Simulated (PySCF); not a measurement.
# One shape, several levels: C2H4F2 (1,1-difluoroethane)

Wanted: a comparison of 6 runs (HF/STO-3G, HF/def2-SVP, B3LYP/6-31G*, PBE0/def2-SVP, TPSS/6-31+G*, MP2/6-311+G**) of C2H4F2 (1,1-difluoroethane). The job is set up through a Python script.

Program for the calculation: PySCF 2.14.0.

### Step 1. The system as given

C2H4F2 has 8 atoms, charge 0, and is taken as a singlet. SMILES: `CC(F)F`. The shape is that of a PBE0-D4/def2-TZVP optimisation.

Bond lengths: C1–C2 1.497 Å, C2–F3 1.361 Å, C2–F4 1.361 Å, C1–H5 1.091 Å, C1–H6 1.091 Å, C1–H7 1.090 Å, C2–H8 1.095 Å. Some angles: C1–C2–F3 110.3°, C1–C2–F4 110.3°, F3–C2–F4 107.0°, C1–C2–H8 114.0°, F3–C2–H8 107.5°, F4–C2–H8 107.5°, C2–C1–H5 109.4°, C2–C1–H6 109.9°, C2–C1–H7 109.9°, H5–C1–H6 109.3°.

### Step 2. Energy and gradient at HF/STO-3G (run 1)

The input, input.xyz:

```xyz
8

C      0.003300     0.777600     0.023300
C     -0.052000    -0.718200    -0.008200
F      0.925500    -1.243400     0.779100
F      0.168200    -1.172100    -1.271900
H      0.981400     1.111900    -0.325400
H     -0.157200     1.132800     1.041800
H     -0.771000     1.190600    -0.624000
H     -1.006100    -1.136400     0.329500
```

The input, input.py:

```python
import pyscf.grad
from pyscf import gto

molecule = gto.M(
    atom='input.xyz',
    max_memory=1860,
    spin=0,
    basis='sto-3g',
    verbose=4,
    charge=0,
)

mf = molecule.RHF()
mf.conv_tol = 1e-10
mf.kernel()
if not mf.converged:
    mf = mf.newton().run(mf.mo_coeff, mf.mo_occ)

e_final = mf.e_tot
print('E = %.10f Eh' % e_final)
grad = mf.Gradients().kernel()
dip = mf.dip_moment()
pop, q = mf.mulliken_pop()
```

Launch:

```bash
$ OMP_NUM_THREADS=1 python input.py
```

Standard output:

```text
PySCF version 2.14.0

[... 60 lines left out ...]
converged SCF energy = -273.211936809805
[... 12 lines left out ...]
Dipole moment(X, Y, Z, Debye): -0.95775,  1.08088,  0.39147
[... 33 lines left out ...]
charge of    7H =      0.05712
```

Run time: 2 s. Hardware: 1 thread of Intel Xeon at 2.70GHz, shared host; peak memory 0.12 GiB.

### Step 3. Energy and forces at HF/def2-SVP (run 2)

The input, job.py:

```python
# CC(F)F
import pyscf.grad
from pyscf import gto

mol = gto.M(
    atom='''
C    0.003300   0.777600   0.023300
C   -0.052000  -0.718200  -0.008200
F    0.925500  -1.243400   0.779100
F    0.168200  -1.172100  -1.271900
H    0.981400   1.111900  -0.325400
H   -0.157200   1.132800   1.041800
H   -0.771000   1.190600  -0.624000
H   -1.006100  -1.136400   0.329500
''',
    basis='def2-svp',
    verbose=4,
    charge=0,
    max_memory=1860,
    spin=0,
)

mf = mol.RHF()
mf.conv_tol = 1e-10
mf.kernel()
if not mf.converged:
    mf = mf.newton().run(mf.mo_coeff, mf.mo_occ)

e_final = mf.e_tot
print('Final energy', e_final)
grad = mf.Gradients().kernel()
mf.analyze()
```

Launch:

```bash
$ OMP_NUM_THREADS=1 python job.py
```

Standard output:

```text
PySCF version 2.14.0

[... 77 lines left out ...]
Nuclear Repulsion Energy =             132.710581983120306
[... 11 lines left out ...]
MO #6   energy= -1.56392646682954  occ= 2
[... 9 lines left out ...]
MO #16  energy= -0.564813484118939 occ= 2
[... 9 lines left out ...]
MO #26  energy= 0.652975564614219  occ= 0
[... 9 lines left out ...]
MO #36  energy= 1.05981319918784   occ= 0
[... 9 lines left out ...]
MO #46  energy= 1.79688041803406   occ= 0
[... 9 lines left out ...]
MO #56  energy= 2.31120819599588   occ= 0
[... 9 lines left out ...]
MO #66  energy= 3.28404216443905   occ= 0
[... 9 lines left out ...]
MO #76  energy= 4.27619587116577   occ= 0
[... 87 lines left out ...]
Dipole moment(X, Y, Z, Debye): -1.66737,  1.76738,  0.67759
```

Run time: 6.9 s. Hardware: 1 thread of Intel Xeon at 2.70GHz, shared host; peak memory 0.15 GiB.

Runs 3 to 4 aren't shown in full; the table further down has their settings and results.

### Step 4. Energy and forces at TPSS/6-31+G(d) (spherical functions) (run 5)

The input, start.xyz:

```xyz
8

C      0.003300     0.777600     0.023300
C     -0.052000    -0.718200    -0.008200
F      0.925500    -1.243400     0.779100
F      0.168200    -1.172100    -1.271900
H      0.981400     1.111900    -0.325400
H     -0.157200     1.132800     1.041800
H     -0.771000     1.190600    -0.624000
H     -1.006100    -1.136400     0.329500
```

The input, input.py:

```python
from pyscf import gto, dft

mol = gto.M(
    atom='start.xyz',
    basis='6-31+g*',
    max_memory=1860,
    verbose=3,
)

ks = dft.RKS(mol, xc='tpss')
ks.grids.level = 5
ks.conv_tol = 1e-10
ks.kernel()
if not ks.converged:
    ks = ks.newton().run(ks.mo_coeff, ks.mo_occ)

e_tot = ks.e_tot
print('E(%s) = %.9f' % ('TPSS', e_tot))
grad = ks.nuc_grad_method().kernel()
ks.analyze()
```

Launch:

```bash
$ OMP_NUM_THREADS=1 python input.py
```

Standard output:

```text
converged SCF energy = -278.346914053444
[... 19 lines left out ...]
MO #10  energy= -0.497538380461779 occ= 2
[... 9 lines left out ...]
MO #20  energy= 0.0403003347113694 occ= 0
[... 9 lines left out ...]
MO #30  energy= 0.20576321602887   occ= 0
[... 9 lines left out ...]
MO #40  energy= 0.397304281787417  occ= 0
[... 9 lines left out ...]
MO #50  energy= 1.08396768218819   occ= 0
[... 9 lines left out ...]
MO #60  energy= 1.61518501449494   occ= 0
[... 9 lines left out ...]
MO #70  energy= 2.1520226802404    occ= 0
[... 9 lines left out ...]
MO #80  energy= 3.07380981005059   occ= 0
[... 9 lines left out ...]
Dipole moment(X, Y, Z, Debye): -1.46472,  1.63518,  0.59815
```

Run time: 41 s. Hardware: 1 thread of Intel Xeon at 2.70GHz, shared host; peak memory 0.79 GiB.

### Step 5. Energy and forces at MP2/6-311+G(d,p) (run 6)

input.xyz: that of step 2 with these lines changed.

```diff
@@ -1,3 +1,3 @@
 8
-
+C2H4F2
 C      0.003300     0.777600     0.023300
```

The input, input.py:

```python
import pyscf.grad
from pyscf import gto, mp

system = gto.M(
    atom='input.xyz',
    max_memory=1860,
    basis='6-311+g**',
    verbose=3,
    spin=0,
)

calc0 = system.RHF()
calc0.conv_tol = 1e-10
calc0.kernel()
if not calc0.converged:
    calc0 = calc0.newton().run(calc0.mo_coeff, calc0.mo_occ)

pt = mp.MP2(calc0, frozen=4).run()
energy = pt.e_tot
print('E = %.10f Eh' % energy)
grad = pt.Gradients().kernel()
dip = calc0.dip_moment()
pop, q = calc0.mulliken_pop()
```

Launch:

```bash
$ OMP_NUM_THREADS=1 python input.py
```

Standard output:

```text
converged SCF energy = -277.029589047664
[... 11 lines left out ...]
Dipole moment(X, Y, Z, Debye): -1.73846,  1.87881,  0.70770
[... 121 lines left out ...]
charge of    7H =      0.13312
```

It took 35 s on 1 thread of Intel Xeon at 2.70GHz, shared host; peak memory 1.1 GiB.

### Step 6. Overview of the runs

| run | level | integration grid | frozen core orbitals | energy (Eh) | dipole moment (D) of the reference | HOMO energy (eV) | LUMO energy (eV) | wall time |
| --- | --- | --- | --- | --- | --- | --- | --- | --- |
| 1 | HF/STO-3G | – | – | -273.211937 | 1.50 | -10.75 | 15.07 | 2 s |
| 2 | HF/def2-SVP | – | – | -276.730142 | 2.52 | -14.06 | 4.92 | 6.9 s |
| 3 | B3LYP/6-31G* (spherical functions) | 5 | – | -278.297887 | 1.94 | -8.94 | 2.90 | 24 s |
| 4 | PBE0/def2-SVP | 5 | – | -277.812418 | 2.14 | -9.48 | 2.13 | 28 s |
| 5 | TPSS/6-31+G* (spherical functions) | 5 | – | -278.346914 | 2.28 | -8.10 | 0.11 | 41 s |
| 6 | MP2/6-311+G** | – | 4 | -277.740327 | 2.66 | -14.12 | 1.88 | 35 s |

### Step 7. What came out

```
                                          quantity          value
                               run 6: total energy  -277.74033 Eh
       run 6: dipole moment (Hartree–Fock density)         2.66 D
        run 6: HOMO energy (Hartree–Fock orbitals)      -14.12 eV
        run 6: LUMO energy (Hartree–Fock orbitals)        1.88 eV
      run 6: HOMO–LUMO gap (Hartree–Fock orbitals)       16.00 eV
run 6: correlation energy (4 core orbitals frozen)     -710.7 mEh
                   run 6: largest force on an atom     0.422 eV/Å
```

**Reading.** Over runs 1, 2, 3, 4, 5 the dipole moment (its size) runs from 1.50 D (HF/STO-3G) to 2.52 D (HF/def2-SVP). Over runs 1, 2, 3, 4, 5 the HOMO–LUMO gap runs from 8.20 eV (TPSS/6-31+G*) to 25.82 eV (HF/STO-3G). The two ends differ in method and basis. Totals of different functionals can't be ranked against each other. In run 1 the basis is minimal, so the values are rough. All runs together took 2.3 min, the longest 41 s.
